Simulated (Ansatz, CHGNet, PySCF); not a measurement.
**Grey tin (α-Sn), lattice constant a**

Reference value: 6.477 Å (measured, static lattice: zero-point anharmonic expansion removed; as tabulated in Mejia-Rodriguez and Trickey (2018), arXiv:1807.09216).

```
level (code)              value (Å)  error (%)
---------------------  ------------  ---------
CHGNet-r²SCAN                 6.590      +1.74
LDA (Ansatz)                  6.472      -0.08
PBE (Ansatz)                  6.655      +2.75
r²SCAN+SOC (Ansatz)           6.564      +1.34
PBE0 (Ansatz)                 6.544      +1.03
Hartree–Fock (Ansatz)         6.605      +1.98
MP2 (PySCF)            6.444 ± 0.02      -0.51
```

Of the ranked levels LDA (-0.08 %) comes nearest. Among them PBE (+2.75 %) misses by most. Of the ranked levels only LDA lands within 0.3 %.

A ± on a computed value is a rough bar: the spread of its extrapolation, a floor set from checks against published values, or a statistical error. Cutoffs and k meshes differ between the levels. Ansatz's density-functional and Hartree–Fock values are scalar-relativistic unless marked +SOC, with PAW data made under PBE.

Machine-learned potentials (CHGNet-r²SCAN) are trained on DFT data: a solid inside that data is no test of them.

Differences are worked out from the printed values.

Ansatz is an electronic-structure program.
